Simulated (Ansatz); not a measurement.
**NaC+ (singlet): wave-function methods side by side, aug-cc-pVDZ**

An exercise on one series of results from a longer session: the logs are not shown, and one member is left open.

Computed with Ansatz 0.2.0, Gaussian basis. Level: aug-cc-pVDZ, core rule «outside noble gas», up to 6 orbitals frozen.

Plan: UHF; CCSD(T) on RHF; CCSD(T) on UHF; BCCD(T) on RHF; CISD; CCSDT(Q) on RHF; CCSDT(Q) on UHF; Full CI.

30 further runs of the same task are left out: 13 for a known fault of the program, 4 that didn't finish, 13 set aside as unsound or not needed.

## What is computed

The geometry is a PBE0/def2-TZVP stationary point (not a proven minimum) of the parent state, kept for this charge and spin.

2 atoms, charge 1, spin multiplicity 1.

Atoms are counted from 1 here; the program's logs count them from 0.

Bond lengths: C1–Na2 2.281 Å.

Set-up of the first run:

in.yaml reads:

```yaml
crystal:
  periodic: [false, false, false]
  atoms:
    - {symbol: C, position_ang: [0.000000, 0.000000, 0.000000]}
    - {symbol: Na, position_ang: [0.000000, 0.000000, 2.280800]}
basis:
  gaussian: {orbitals: aug-cc-pVDZ}
total_charge: 1
magnetization: {spin_polarized: true, initial_magnetization: 0}
hamiltonian: {xc: hf}
output: {orbitals: {seedname: orbitals}}
```

Launch:

```
$ ansatz run in.yaml --threads 1 --pin off --events-out ev --progress --plain --max-ram 2393MiB
```

Among the steps run: UHF; CCSD(T) on RHF; CCSD(T) on UHF; BCCD(T) on RHF; CISD; CCSDT(Q) on RHF; CCSDT(Q) on UHF; Full CI.

One table of the session follows, with a row left open; its other results are not shown here.

```
   method  from FCI (meV)
      RHF               ?
     RMP2         +1066.4
     CISD          +267.4
    RCCSD          +140.0
 RCCSD(T)           +67.1
  BCCD(T)           +66.7
   RCCSDT           +47.6
RCCSDT(Q)           +25.1
      FCI               0
```

**Question.** Estimate the row for RHF.

**Answer.** from FCI (meV): +2909.0. In the column «from FCI (meV)» it is the highest.

Left out of the table: UHF, UMP2, UCCSD, UCCSD(T), UCCSDT, UCCSDT(Q) (another determinant or state than the rows shown).
